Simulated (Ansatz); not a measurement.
# Equilibrium of SiH2O ⇌ SiO + H2 at process temperatures

Species: SiH2O (oxosilane) `O=[SiH2]`, singlet; SiO, singlet; H2 (hydrogen), singlet. 

The electronic reaction energy at CCSD(T)/CBS estimate is +15.0 kJ/mol. Shapes: PBE0-D4/def2-TZVP. Programs: Ansatz 0.2.0. Enthalpy and entropy come from rigid-rotor, harmonic-oscillator sums on unscaled PBE0-D4/def2-TZVP wavenumbers, ideal gases at 1 bar. Symmetry numbers: SiH2O 2, SiO 1, H2 2. R = 8.3145 J/(mol K).

```
T (K)  ΔH (kJ/mol)  ΔS (J/(mol K))
  300         +7.4          +107.0
  500            ?               ?
  700        +10.5          +114.4
```

**Question.** Work out ln K at 300 and 700 K, and from these estimate it at 500 K.

**Answer.** 
1. 300 K: ΔG = +7.4 − 300 × (+107.0)/1000 = -24.7 kJ/mol; ln K = −ΔG/RT = +9.90.
2. 700 K: ΔG = +10.5 − 700 × (+114.4)/1000 = -69.6 kJ/mol; ln K = −ΔG/RT = +11.96.
3. Slope against 1000/T: (+11.96 − (+9.90))/(1.4286 − 3.3333) = -1.08, that is −ΔH/R with ΔH near +9 kJ/mol.
4. 500 K: ln K = +9.90 + (-1.08) × (2.0000 − 3.3333) = +11.34.

The full sums give ΔH = +9.7 kJ/mol, ΔS = +113.0 J/(mol K), ΔG = -46.8 kJ/mol and ln K = +11.26 at 500 K, so the line is off by +0.08 in ln K; without rounding the miss is +0.08, from the change of ΔH with temperature. The products are favoured over this whole range. The number of molecules rises, which sets the sign of ΔS, and lower pressure favours the products. An error of 10 kJ/mol in the energy moves ln K by 2.4 at 500 K. T1 is large for SiH2O (0.022), SiO (0.026), so single-reference values are less sure there. The CBS estimate extrapolates MP2 from def2-TZVPP and def2-QZVPP and adds CCSD(T) − MP2 in the triple-zeta set, cores frozen; for H2 it overshoots the exact energy by about 1 mEh.
